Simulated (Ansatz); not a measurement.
Reaction (hydrogen abstraction from the Si–H bond): `N[SiH2][SiH3]` + `[SiH3]`• → `N[SiH][SiH3]`• + SiH₄

Program: Ansatz. Geometries: PBE0-D4/def2-TZVP. ΔE: electronic, gas phase. CBS: MP2 limit from def2 TZ/QZ plus the TZ coupled-cluster correction, frozen cores. This one scheme is used for every species. Functionals use def2-TZVPP. B3LYP here is the variant with VWN-RPA as its local correlation; programs differ in this. Open shells (•) are unrestricted, without spin–orbit coupling. Each species was taken in one conformer, which may not be the lowest.

Task: Is it downhill or uphill in electronic energy at CCSD(T)/CBS, and by how much? (Estimate.)

Result: Ansatz gave: Downhill: ΔE = -0.20 eV.

Task: What do these levels give: B97M-V, B3LYP-D4, r2SCAN0-D4, ωB97X-V, ωB97M-V, r2SCANh, r2SCAN0, LC-ωPBE, RPA@PBE/def2-TZVPP, HF/def2-SVP, MP2/def2-TZVPP, MP2/def2-QZVPP? (An estimate is asked.)

Result: Computed: B97M-V -0.25, B3LYP-D4 -0.26, r2SCAN0-D4 -0.20, ωB97X-V -0.22, ωB97M-V -0.23, r2SCANh -0.22, r2SCAN0 -0.20, LC-ωPBE -0.18, RPA@PBE/def2-TZVPP -0.20, HF/def2-SVP -0.09, MP2/def2-TZVPP -0.16, MP2/def2-QZVPP -0.17 eV.

Largest T1 diagnostic among the species: 0.016.

From BLYP to BHLYP (50 % exact exchange), in def2-TZVPP and without D4, ΔE moves by +0.09 eV. In def2-TZVPP, CCSD(T) changes the Hartree–Fock value by −0.07 eV (the triples alone add −0.01 eV) and MP2 by −0.04 eV. Leaving LDA and LC-ωPBE aside and taking each functional with its dispersion term where it has one, the values, not all of them listed here, spread over 0.12 eV, from BLYP-D4 to PBE-QIDH.
